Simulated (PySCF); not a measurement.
Molfile (atoms numbered from 1):
```
C2HNO
     RDKit          3D

  5  4  0  0  0  0  0  0  0  0999 V2000
    1.9429   -0.1518    0.6029 N   0  0  0  0  0  0  0  0  0  0  0  0
    0.8426   -0.0690    0.2526 C   0  0  0  0  0  0  0  0  0  0  0  0
   -0.5555    0.0181   -0.1946 C   0  0  0  0  0  0  0  0  0  0  0  0
   -1.1932    1.0281   -0.1214 O   0  0  0  0  0  0  0  0  0  0  0  0
   -0.9620   -0.9359   -0.6016 H   0  0  0  0  0  0  0  0  0  0  0  0
  1  2  3  0
  2  3  1  0
  3  4  2  0
  3  5  1  0
M  END
```

Geometry: PBE0-D3(BJ)/def2-SVP; GIAO shifts from PySCF 2.14, gas phase, non-relativistic, averaged over equivalent atoms.

At PBE0/pcSseg-1 (73 basis functions, 3 s wall time on 1 thread of an Arm Neoverse V1, shared host):
```json
{"atoms": "N1", "δ (ppm)": "319.8"}
{"atoms": "C3", "δ (ppm)": "171.2"}
{"atoms": "C2", "δ (ppm)": "117.8"}
{"atoms": "O4", "δ (ppm)": "786.8"}
{"atoms": "H5", "δ (ppm)": "8.81"}
```

References, each an isolated molecule treated in the same way: ¹⁵N (265.67 ppm) vs NH3; TMS for ¹³C (184.41 ppm), ¹H (31.27 ppm); ¹⁷O (334.56 ppm) against H2O.

Q: What do these become at CAM-B3LYP/pcSseg-2?

A: 
| atoms | δ at CAM-B3LYP/pcSseg-2 | change |
| --- | --- | --- |
| N1 | 319.3 | -0.5 |
| C3 | 179.4 | +8.2 |
| C2 | 121.9 | +4.1 |
| O4 | 781.5 | -5.3 |
| H5 | 8.98 | +0.17 |

Chemical shifts δ = σref − σ; ¹⁵N (261.83 ppm) against NH3; ¹³C (182.55 ppm) and ¹H (31.34 ppm) vs TMS; ¹⁷O (329.76 ppm) vs H2O, all at this level.

The largest change is at C3 (aldehyde carbonyl carbon). Cost: 158 basis functions, 7 s wall time on 1 thread of an Arm Neoverse V1, shared host.

Unscaled 17O shifts of doubly bonded oxygen tend to come out too high, by tens of ppm or more. Experimental scales use liquid or dissolved standards, which lie at an offset from isolated NH3 (liquid NH3: subtract about 20 ppm) and H2O (liquid H2O: subtract about 36 ppm). Unscaled 15N shifts of sp2 nitrogen come out 20 to 40 ppm too high even then.
